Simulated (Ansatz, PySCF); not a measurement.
Potential energy curve for HCl, singlet.

Levels: RHF/STO-3G = restricted Hartree-Fock/STO-3G run with PySCF; UMP2/3-21G = unrestricted MP2 (frozen core)/3-21G run with PySCF; FCI = full CI/cc-pVDZ, frozen core (Ansatz, a first-principles code).

Energies relative to the lowest point of each curve near equilibrium, in mEh:

```json
[
 {"R / Å": "1.01", "RHF/STO-3G": "116.8", "UMP2/3-21G": "85.8"},
 {"R / Å": "1.09", "RHF/STO-3G": "54.7", "UMP2/3-21G": "38.6"},
 {"R / Å": "1.15", "RHF/STO-3G": "26.3", "UMP2/3-21G": "18.1"},
 {"R / Å": "1.28", "RHF/STO-3G": "0.8", "UMP2/3-21G": "0.6"},
 {"R / Å": "1.32", "RHF/STO-3G": "0.0", "UMP2/3-21G": "0.0"},
 {"R / Å": "1.35", "RHF/STO-3G": "0.9", "UMP2/3-21G": "0.6"},
 {"R / Å": "1.39", "RHF/STO-3G": "3.9", "UMP2/3-21G": "2.4"},
 {"R / Å": "2.14", "RHF/STO-3G": "176.3", "UMP2/3-21G": "100.7"},
 {"R / Å": "2.32", "RHF/STO-3G": "215.9", "UMP2/3-21G": "108.9"},
 {"R / Å": "2.81", "RHF/STO-3G": "295.7", "UMP2/3-21G": "117.4"},
 {"R / Å": "3.47", "RHF/STO-3G": "351.9", "UMP2/3-21G": "119.6"},
 {"R / Å": "4.48", "RHF/STO-3G": "384.3", "UMP2/3-21G": "120.0"}
]
```

Task: Estimate the FCI values at these points.

Result: 1.01: 82.9; 1.09: 35.7; 1.15: 15.4; 1.28: 0.0; 1.32: 0.4; 1.35: 1.9; 1.39: 4.9; 2.14: 111.8; 2.32: 127.8; 2.81: 149.3; 3.47: 155.6; 4.48: 156.5 (mEh).

The restricted form behind RHF/STO-3G keeps the bonding electrons paired and can't separate into open-shell fragments. The unrestricted determinant behind UMP2/3-21G is spin-contaminated at 1.72 to 5.04 Å (<S²> up to 1.0, against 0.00 for a pure singlet).
